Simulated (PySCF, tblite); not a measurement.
**C4H8N2: geometry, infrared bands and NMR shifts**

Aim: predict the infrared bands and NMR shifts of C4H8N2 (`CN1CCC=N1`).

Computed with tblite 0.8.0 and PySCF 2.14.0, with density-fitted response routines of our own, on a single molecule in the gas phase. Atoms count from 0, in the outputs and in this text.

## (1) The starting structure

14 atoms, charge 0, multiplicity 1; geometry from: force field or distance geometry start.

Bonds of the start (Å): C0–N1 1.45, N1–C2 1.44, C2–C3 1.52, C3–C4 1.50, C4–N5 1.29, N5–N1 1.36, C0–H6 1.08, C0–H7 1.09, C0–H8 1.09, C2–H9 1.09, C2–H10 1.10, C3–H11 1.11, C3–H12 1.08, C4–H13 1.09.

## (2) Optimising the geometry with GFN2-xTB

What the job is given:

```
{"job": {"kind": "relax", "xc": "GFN2-xTB", "basis": "xTB"}, "charge": 0, "multiplicity": 1}
C      2.050600     0.186900    -0.123900
N      0.608200     0.274300     0.036900
C     -0.306100    -0.581700    -0.672500
C     -1.656700    -0.208700    -0.083500
C     -1.205100     0.623300     1.083600
N      0.056500     0.885600     1.124500
H      2.399400    -0.745400     0.305600
H      2.283100     0.227200    -1.185800
H      2.525100     1.032000     0.380200
H     -0.062500    -1.626900    -0.484600
H     -0.264100    -0.368200    -1.748900
H     -2.225400    -1.087400     0.271800
H     -2.279500     0.388100    -0.734900
H     -1.924100     1.000200     1.809300
```

Run with:

```bash
OMP_NUM_THREADS=1 python probes_run.py task.json out
```

The driver reads the jobs from task.json and runs them one after another.

**Question.** This job is followed by: GFN2-xTB harmonic vibrations, gas phase; GIAO PBE0/pcSseg-1 NMR shielding, non-relativistic, gas phase. Predict these results of the whole session: strongest single infrared mode (GFN2-xTB); zero-point energy (GFN2-xTB); 13C shifts against TMS (PBE0/pcSseg-1); 1H shifts against TMS (PBE0/pcSseg-1, means over atoms taken as alike); 15N shifts against NH3 (PBE0/pcSseg-1).

The runs gave:

| quantity | value |
| --- | --- |
| strongest single infrared mode (GFN2-xTB) | 2877 cm⁻¹, 102 km/mol |
| zero-point energy (GFN2-xTB) | 74.1 kcal/mol |
| 13C shifts against TMS (PBE0/pcSseg-1) | 134.1, 53.2, 42.3, 37.6 ppm |
| 1H shifts against TMS (PBE0/pcSseg-1, means over atoms taken as alike) | 6.09, 3.10, 2.98, 2.82 ppm |
| 15N shifts against NH3 (PBE0/pcSseg-1) | 400.5, 144.4 ppm |

Over 52 steps the energy fell by 0.158 eV; of the close pairs, N1–C2 changed most, 1.439 to 1.469 Å. All 36 modes are real, so the xTB geometry is a minimum. The strongest single mode, at 2877 cm⁻¹, moves mainly H6. Unscaled tight-binding wavenumbers are off by several per cent, some by more. Its intensities can rank the bands wrongly. At PBE0/pcSseg-1: The largest span, 570 ppm, is at N5, where the paramagnetic term is -456 ppm.
